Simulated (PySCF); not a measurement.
# AlH2Cl (SMILES [H][Al]([H])[Cl]): CCSDT/STO-3G

What is the vertical singlet–triplet gap of AlH2Cl at CCSDT/STO-3G? 

The results are computed with PySCF 2.14.0.

9 further runs of the same task are left out: 9 set aside as unsound or not needed.

## (1) The structure to begin with

The species is AlH2Cl (4 atoms), meant as a singlet with charge 0. As SMILES, `[H][Al]([H])[Cl]`. Geometry: a GFN2-xTB relaxation, a rough one for these elements and not checked as a minimum.

Bond lengths: Al1–Cl4 2.014 Å, Al1–H2 1.538 Å, Al1–H3 1.538 Å. Angles: H2–Al1–Cl4 121.9°, H3–Al1–Cl4 121.9°, H2–Al1–H3 116.1°.

## (2) The energy at CCSDT/STO-3G

Contents of input.xyz:

```xyz
4

Al     0.049780     0.082930    -0.002200
H      1.587020     0.109500     0.013310
H     -0.651090     1.451440    -0.019500
Cl    -0.985710    -1.643880     0.008400
```

Contents of input.py:

```python
from pyscf import gto, scf, cc

mol = gto.M(
    atom='input.xyz',
    verbose=3,
    basis='sto-3g',
    max_memory=1860,
    charge=0,
)

mf = scf.RHF(mol)
mf.conv_tol = 1e-10
mf.kernel()
if not mf.converged:
    mf = mf.newton().run(mf.mo_coeff, mf.mo_occ)

mycc = cc.CCSDT(mf, frozen=10)
mycc.kernel()
e_final = mycc.e_tot
print(f'total energy: {e_final:.8f} hartree')
```

Run with:

```bash
$ OMP_NUM_THREADS=1 python input.py
```

Standard output:

```text
converged SCF energy = -694.830607383862
_make_eris_incore_RCCSDT

WARN: A large `blksize` is being used, which may cause large memory consumption
      for storing contraction intermediates. If memory is sufficient, consider using
      `pyscf.cc.rccsdt_highm.RCCSDT` instead.

WARN: A large `blksize_oovv` is being used, which may cause large memory consumption
      for storing contraction intermediates. If memory is sufficient, consider using
      `pyscf.cc.rccsdt_highm.RCCSDT` instead.

WARN: A large `blksize_oooo` is being used, which may cause large memory consumption
      for storing contraction intermediates. If memory is sufficient, consider using
      `pyscf.cc.rccsdt_highm.RCCSDT` instead.

RCCSDT converged
E(RCCSDT) = -694.8773845171449   E_corr = -0.04677713328295891
E_corr(same-spin) = -0.00244293730061842
E_corr(oppo-spin) = -0.0443341959823405
total energy: -694.87738452 hartree
```

It took 0.71 s on 1 thread of Arm Neoverse V2, shared host; peak memory 0.1 GiB.

## (3) The triplet, same level

Contents of calc.py:

```python
from pyscf import gto, cc

molecule = gto.Mole()
molecule.atom = '''
Al   0.049780   0.082930  -0.002200
H    1.587020   0.109500   0.013310
H   -0.651090   1.451440  -0.019500
Cl  -0.985710  -1.643880   0.008400
'''
molecule.spin = 2
molecule.verbose = 4
molecule.max_memory = 1860
molecule.basis = 'sto-3g'
molecule.build()

hf = molecule.UHF()
hf.conv_tol = 1e-10
hf.kernel()
if not hf.converged:
    hf = hf.newton().run(hf.mo_coeff, hf.mo_occ)

mycc = cc.CCSDT(hf, frozen=10)
mycc.kernel()
e_tot = mycc.e_tot
print('E(%s) = %.9f' % ('CCSDT', e_tot))
```

Run with:

```bash
$ OMP_NUM_THREADS=1 python calc.py
```

Standard output:

```text
PySCF version 2.14.0

[INPUT] num. atoms = 4
[INPUT] num. electrons = 32
[INPUT] charge = 0
[INPUT] spin (= nelec alpha-beta = 2S) = 2
[INPUT] symmetry False subgroup None
[INPUT] Mole.unit = angstrom
[INPUT] Symbol           X                Y                Z      unit          X                Y                Z       unit  Magmom
[INPUT]  1 Al     0.049780000000   0.082930000000  -0.002200000000 AA    0.094070566481   0.156714987510  -0.004157397474 Bohr   0.0
[INPUT]  2 H      1.587020000000   0.109500000000   0.013310000000 AA    2.999033154207   0.206925010640   0.025152254718 Bohr   0.0
[INPUT]  3 H     -0.651090000000   1.451440000000  -0.019500000000 AA   -1.230381782443   2.742824086239  -0.036849659429 Bohr   0.0
[INPUT]  4 Cl    -0.985710000000  -1.643880000000   0.008400000000 AA   -1.862721938245  -3.106482981650   0.015873699446 Bohr   0.0

[... 27 lines left out ...]
WARN: HOMO 0.201673355165907 >= LUMO -0.327307239182949
[... 5 lines left out ...]
WARN: HOMO -0.0485030908244493 >= LUMO -0.0589785409586746
[... 50 lines left out ...]
converged SCF energy = -694.518164359025  <S^2> = 2.0362683  2S+1 = 3.0240822
[... 17 lines left out ...]
WARN: A large `blksize_v_aaa` is being used, which may cause large memory consumption
[... 3 lines left out ...]
WARN: A large `blksize_v_aab` is being used, which may cause large memory consumption
[... 10 lines left out ...]
Init t2, MP2 energy = -0.0279613457626658
[... 21 lines left out ...]
UCCSDT converged
[... 3 lines left out ...]
E(CCSDT) = -694.571249015
```

Wall time 1.2 s (1 thread of Arm Neoverse V2, shared host); peak memory 0.12 GiB.

## (4) Results

At CCSDT/STO-3G, 10 core orbitals frozen:

```
                                                           quantity          value
                                              singlet: total energy  -694.87738 Eh
                      singlet: dipole moment (Hartree–Fock density)         2.31 D
                       singlet: HOMO energy (Hartree–Fock orbitals)       -9.39 eV
                       singlet: LUMO energy (Hartree–Fock orbitals)        7.94 eV
                     singlet: HOMO–LUMO gap (Hartree–Fock orbitals)       17.34 eV
              singlet: correlation energy (10 core orbitals frozen)      -46.8 mEh
                                             singlet: T1 diagnostic          0.007
                                              triplet: total energy  -694.57125 Eh
                      triplet: dipole moment (Hartree–Fock density)         4.21 D
triplet: HOMO energy (Hartree–Fock orbitals) (highest over α and β)       -1.21 eV
 triplet: LUMO energy (Hartree–Fock orbitals) (lowest over α and β)       -0.52 eV
              triplet: correlation energy (10 core orbitals frozen)      -53.1 mEh
                         triplet: ⟨S²⟩ of the reference determinant          2.036
                                             triplet: T1 diagnostic          0.034
                   vertical energy of the triplet above the singlet       8.330 eV
```

**Reading.** At this shape the triplet lies 8.33 eV (804 kJ/mol) above the singlet. In a minimal basis such a difference can be off by several eV, whatever the method. Mulliken charges (singlet) of the mean-field density run from -0.50 on Cl4 to +1.00 on Al1; they depend strongly on the basis.
